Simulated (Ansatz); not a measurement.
System: fcc Pb. Method: Hartree–Fock (Ansatz, a program for electronic structure, PAW).

Run with plane-wave cutoff 460 eV, 12×12×12 k mesh, Fermi–Dirac smearing 0.05 eV, scalar-relativistic PAW data made under PBE.

Cell (relaxed at this level):

Pb is taken in the cubic space group Fm-3m (No. 225), the fcc (Cu type) structure, Pearson symbol cF4. Cell: a = 5.1959 Å, b = 5.1959 Å, c = 5.1959 Å, α = 90.00°, β = 90.00°, γ = 90.00°. Pb on 4a is coordinated by 12 Pb at 3.674 Å (cuboctahedral). (Neighbours: up to the widest gap in distance over summed covalent radii, below 1.35, at either atom.)
(The calculation used a cell of 1 atom; values per cell refer to that cell.)

Problem. Estimate the bulk modulus B0 that the calculation returns.

Solution. 
- bulk modulus B0: 34.6 GPa

Measured, for comparison: bulk modulus 47 GPa (corrected for temperature and zero-point phonon effects; as tabulated in Levämäki et al. (2014), arXiv:1402.3671). Computed (rounded) less measured: bulk modulus -26 %.

Note: the cell is over a tenth larger than the published one (another phase or state, or a fault of the published cell, is possible).

Spin–orbit coupling is not included; it can shift volumes and moduli of such heavy elements.

Computing time: very roughly 24 core-minutes.
